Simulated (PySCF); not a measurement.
## Curvature of the energy in the electron number along the third row

Calculated with PySCF 2.14, in aug-pcseg-2, non-relativistic: one orbital is emptied in steps, and each cell gives the departure of E from the straight line at half an electron, in eV (from a cubic fit). The exact functional gives zero.

```json
{"species": "Al", "orbital": "3p alpha", "LDA": "-0.77", "PBE": "-0.75", "r2SCAN": "-0.70", "PBE0": "-0.55", "BHandHLYP": "-0.36", "wB97X": "-0.04", "UHF": "0.07"}
{"species": "Si", "orbital": "3p alpha", "LDA": "-0.93", "PBE": "-0.91", "r2SCAN": "-0.84", "PBE0": "-0.65", "BHandHLYP": "-0.41", "wB97X": "-0.08", "UHF": "0.13"}
{"species": "P", "orbital": "3p alpha", "LDA": "-1.09", "PBE": "-1.06", "r2SCAN": "-0.97", "PBE0": "-0.75", "BHandHLYP": "-0.46", "wB97X": "-0.15", "UHF": "0.18"}
{"species": "S", "orbital": "3p beta", "LDA": "-1.12", "PBE": "-1.07", "r2SCAN": "-0.98", "PBE0": "-0.75", "BHandHLYP": "-0.46", "wB97X": "-0.17", "UHF": "0.24"}
{"species": "Cl", "orbital": "3p beta", "LDA": "-1.26", "PBE": "-1.22", "r2SCAN": "-1.12", "PBE0": "-0.84", "BHandHLYP": "-0.49", "wB97X": "-0.22", "UHF": "0.30"}
{"species": "Ar", "orbital": "3p beta", "LDA": "-1.41", "PBE": "-1.36", "r2SCAN": "-1.23", "PBE0": "-0.94", "BHandHLYP": "-0.53", "wB97X": "-0.30", "UHF": "0.35"}
```

Question: How does the mean departure depend on the functional?

Answer: LDA -1.10 eV; PBE -1.06 eV; r2SCAN -0.97 eV; PBE0 -0.74 eV; BHandHLYP -0.45 eV; wB97X -0.16 eV; UHF 0.21 eV. Semilocal functionals are convex (delocalisation error), Hartree-Fock is concave or straight, and exact exchange removes curvature roughly in proportion to its share, so among the functionals the range-separated hybrids usually come closest to zero.
